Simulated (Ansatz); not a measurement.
# Scan of the H4–Al1–H3 angle

AlSiH₄ (SMILES [AlH2][SiH2]), doublet, at its PBE0-D4/def2-TZVP minimum:

```tsv
atom	x (Å)	y (Å)	z (Å)
Al1	-0.2542	-1.1914	-0.0712
Si2	0.2424	1.1261	0.0686
H3	-0.9811	-1.8861	1.1530
H4	0.1568	-1.9755	-1.3848
H5	0.9120	1.9242	-0.9920
H6	-0.0760	2.0027	1.2264
```

The angle H4–Al1–H3 (122.9° at the minimum) is set to the values below, H4, with anything bonded beyond it, turning rigidly in the plane of the angle. Each method's energies count from its own value at the PBE0-D4 minimum structure. Computed with Ansatz 0.2.0 (basis: def2-TZVPP); correlated methods freeze the cores; orbitals are unrestricted. B3LYP uses VWN-RPA correlation.

CCSD(T) energies along the scan:
```csv
angle (°),CCSD(T) (eV)
98.9,0.290
104.9,0.160
110.9,0.070
116.9,0.017
122.9,0.000
128.9,0.019
134.9,0.075
140.9,0.168
146.9,0.299
```
They count from the CCSD(T) energy at the PBE0-D4 minimum.

Minimum and curvature along this coordinate at CCSD(T): A fifth-order fit through the nearest points gives 122.7°, with a curvature of about 1 meV/deg².

Largest difference from the CCSD(T) curve over the scan: r2SCAN-D4 0.010; PBE0-D4 0.018; B3LYP-D4 0.010; wB97M-V 0.017 eV. Each curve counts from its own value at the minimum.

T1 diagnostic: at most 0.016. ⟨S²⟩ of the unrestricted Hartree–Fock references: 0.77 (a pure state has 0.75).

For scale, one of the runs: CCSD(T)/def2-TZVPP, 140 basis functions (an equivalent command: `ansatz run in.yaml --threads 2`). The run took 12 s on 2 CPU threads (shared host), with 1.5 GiB of host memory at its peak.
